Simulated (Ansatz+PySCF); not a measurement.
Values are calculated unless marked as measured or tabulated.
Input for PySCF 2.14.0:

```python
from pyscf import gto, scf, mp

mol = gto.M(atom="""
C -0.046680 -0.016450 -0.485160
C -0.041620 -0.015700 0.799080
H -0.048450 -0.950600 -1.019570
H -0.006200 0.989120 -1.003720
""", basis='def2-svp', charge=0, spin=0)
mf = scf.RHF(mol)
mf.init_guess = 'minao'
mf.kernel()
while True:  # follow internal instabilities
    mo, _, stable, _ = mf.stability(return_status=True)
    if stable: break
    mf.kernel(mf.make_rdm1(mo, mf.mo_occ))
pt = mp.MP2(mf, frozen=2).run()
print(mf.e_tot, pt.e_corr, pt.e_tot)
print(-pt.nuc_grad_method().kernel() * 51.422067)  # forces in eV/Å
```

The script is written out from the run's settings.

Results

* Converged: yes
* Reference energy: -76.70338 hartree
* Correlation energy: -0.22997 hartree
* Total energy: -76.93335 hartree
* Spin squared of the determinant: 0.000

Forces (eV/Å):
```tsv
atom	Fx	Fy	Fz
C1	0.117	1.569	-1.656
C2	-0.018	0.052	1.687
H3	-0.029	-0.521	-0.487
H4	-0.070	-1.100	0.456
```
